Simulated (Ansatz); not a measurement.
C$_{2}$H$_{3}$F$_{3}$ (`FCC(F)F`). Charge 0, multiplicity 1. The geometry is a stationary point of PBE0-D4/def2-TZVP. It is one conformer, not always the lowest.

```xyz
8

F    -0.945    1.324   -0.645
C     0.204    0.616   -0.423
C    -0.077   -0.616    0.399
F    -0.611   -0.279    1.595
F    -0.962   -1.420   -0.234
H     0.918    1.248    0.114
H     0.630    0.313   -1.385
H     0.843   -1.186    0.578
```

Problem. What is the dipole moment at PBE/def2-TZVPP? (Estimate.)

Solution. Computed: 2.83 D, with components (2.79, -0.12, -0.46) D in this frame, pointing from negative to positive charge.

Problem. And with r2SCAN, B3LYP, ωB97M-V? (Estimate.)

Solution. Computed: r2SCAN 2.97 D, B3LYP 3.08 D, ωB97M-V 3.06 D.

Problem. Give the Mulliken charges with PBE, r2SCAN, B3LYP in def2-TZVPP. (An estimate is asked.)

Solution. Computed: 
```json
{"atom": "F1", "PBE": "-0.18", "r2SCAN": "-0.22", "B3LYP": "-0.23"}
{"atom": "C2", "PBE": "0.06", "r2SCAN": "0.17", "B3LYP": "0.09"}
{"atom": "C3", "PBE": "0.26", "r2SCAN": "0.36", "B3LYP": "0.32"}
{"atom": "F4", "PBE": "-0.16", "r2SCAN": "-0.20", "B3LYP": "-0.20"}
{"atom": "F5", "PBE": "-0.16", "r2SCAN": "-0.20", "B3LYP": "-0.20"}
{"atom": "H6", "PBE": "0.07", "r2SCAN": "0.04", "B3LYP": "0.08"}
{"atom": "H7", "PBE": "0.07", "r2SCAN": "0.04", "B3LYP": "0.08"}
{"atom": "H8", "PBE": "0.04", "r2SCAN": "0.01", "B3LYP": "0.06"}
```

B3LYP here is the variant with VWN-RPA as its local correlation; programs differ in this.
